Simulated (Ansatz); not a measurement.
Two isomers of C2H3NO: A = `C=NC=O`, B = `N=C1CO1`.

Calculated with Ansatz (gas phase, PBE0-D4/def2-TZVP geometries, no zero-point term in ΔE). CCSD(T)/CBS is the MP2 limit (def2-TZVPP, def2-QZVPP) plus CCSD(T) − MP2 in def2-TZVPP, frozen cores. DFT in def2-TZVPP. B3LYP here is the variant with VWN-RPA as its local correlation; programs differ in this. One conformer a species, not always the lowest.

A:

Z-matrix (Å, degrees):
```
C
N 1 1.258
H 1 1.095 2 123.0
H 1 1.089 2 119.3 3 179.9
C 2 1.390 1 121.6 3 3.1
O 5 1.200 2 124.8 1 66.7
H 5 1.106 2 112.1 1 -118.1
```

B:

Z-matrix (Å, degrees):
```
C
C 1 1.439
O 1 1.480 2 54.1
H 1 1.086 2 120.5 3 99.2
H 1 1.086 2 120.4 3 -99.2
N 2 1.245 1 159.7 3 180.0
H 6 1.016 2 110.7 1 -0.0
```

Q: Which is lower in electronic energy at CCSD(T)/CBS, and by how much? (Estimate.)

A: Ansatz gave: A, by 20.7 kcal/mol.

Q: Give E(B) − E(A) in kcal/mol with CCSD/def2-TZVPP, HF/def2-TZVPP, B3LYP-D4, r2SCAN-D4, PBE-D4, ωB97M-V, PBE0-D4. (Estimate.)

A: Ansatz gave: CCSD/def2-TZVPP 21.5, HF/def2-TZVPP 27.1, B3LYP-D4 22.0, r2SCAN-D4 17.6, PBE-D4 17.1, ωB97M-V 19.5, PBE0-D4 17.1. None reverses the order clearly.

Q: Does the order hold for the free energy at 298.15 K (harmonic terms from PBE0-D4)? (An estimate is asked.)

A: Computed: Yes: G(B) − G(A) = +22.2 kcal/mol, for one conformer each.

Largest T1 diagnostic: 0.016.

In def2-TZVPP, CCSD(T) changes the Hartree–Fock value by −6.1 kcal/mol (the triples alone add −0.4 kcal/mol) and MP2 by −7.9 kcal/mol. Leaving LDA and LC-ωPBE aside and taking each functional with its dispersion term where it has one, the values, not all of them listed here, spread over 5.8 kcal/mol, from HSE06-D4 to BHLYP-D4. LDA lies −3.3 kcal/mol from PBE without D4.
